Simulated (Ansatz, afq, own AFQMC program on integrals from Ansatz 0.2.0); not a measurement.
HO2, doublet: AFQMC among the cluster methods

```xyz
3

O     0.0000   -0.0881    0.5047
O     0.0000    0.0369   -0.5600
H     0.0000    0.8126    0.8778
```

Connectivity, by distances: OH–O.

Basis cc-pVDZ. Noble-gas cores (and the filled d shells of Ga–Kr and In–Xe) are frozen. AFQMC by an in-house program on the Cholesky factors that Ansatz 0.2.0 writes for its CCSD(T) run. The CISD trial takes its coefficients from CCSD amplitudes. Released means that phaseless walkers are propagated on without the constraint, phases kept. Error bars are statistical, one sigma.

Determinant: UHF, the one that the program's search chose, which needn't be the lowest solution. The geometry is a point of a scan.

No full CI on the walks' own integrals is used here; CCSDT(Q) serves as the reference and is uncertain by about the last step of the cluster series.

```
T1 diagnostic                               : 0.0147
weight of the determinant in the CISD state : 0.915
⟨S²⟩ of the determinant                     : 0.759
size of the correlated space                : 13 electrons in 31 orbitals
```

Reference: CCSDT(Q), correlation energy -9.675 eV. The released energy is read at 1.62 1/Eh, later times being too noisy (meV from the phaseless value at times in 1/Eh: -28 ± 14 at 0.24, -20 ± 12 at 0.51, -33 ± 15 at 0.99, -60 ± 20 at 1.62, -49 ± 25 at 2.40).

```
         level  E − E(reference) (mEh)  share of correlation (%)
            HF                  355.56                      0.00
           MP2                   23.12                     93.50
          CCSD                    7.31                     97.94
       CCSD(T)                    1.04                     99.71
         CCSDT                    0.79                     99.78
 ph-AFQMC/CISD             1.42 ± 0.39                     99.60
released AFQMC            -0.78 ± 0.74                    100.22
```

A walk keeps the symmetry of its determinant, which the program's search chose and which needn't be the lowest solution, so a lower state of the same spin and another symmetry isn't excluded. Released energies are given only where the last usable release times agree within the noise; a slower fall can still hide under it.
